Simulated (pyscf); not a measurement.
`[S][GaH2]` [doublet] + `[H][H]` -> `[SH][GaH2]` + `[H]` [doublet] (hydrogen abstraction; doublet surface; H–H broken, H–S formed). Optimised with ωB97X-D3(BJ)/def2-SVP in PySCF. Energies in kJ/mol from the separated reactants.

```json
[
 {"level": "PBE/def2-TZVP", "barrier": "60.3", "reaction energy": "+62.4"},
 {"level": "B3LYP-D3(BJ)/def2-TZVP", "barrier": "75.2", "reaction energy": "+79.6"},
 {"level": "PBE0-D3(BJ)/def2-TZVP", "barrier": "61.5", "reaction energy": "+58.3"},
 {"level": "M06-2X/def2-TZVP", "barrier": "82.5", "reaction energy": "+65.8"},
 {"level": "ωB97M-D3(BJ)/def2-TZVP", "barrier": "[?]", "reaction energy": "+62.9"},
 {"level": "HF/def2-TZVP", "barrier": "[?]", "reaction energy": "[?]"}
]
```

Q: What belongs in the gaps?

A: 
- ωB97M-D3(BJ)/def2-TZVP, barrier: 77.2
- HF/def2-TZVP, barrier: 110.4
- HF/def2-TZVP, reaction energy: +69.4

At PBE, B3LYP-D3(BJ) this geometry lies under the product side: in single points on another level's saddle the reverse barrier vanishes, and the forward threshold there is about the reaction energy. •S–GaH₂ lies 37.9 kJ/mol over its isomer [HS–GaH]• (electronic energy, ωB97M-D3(BJ)/def2-TZVP). One saddle was located; it need not be the lowest between these sides. The angle at the transferred H is 174°. Elements up to Kr have no core potential and no relativistic terms here.
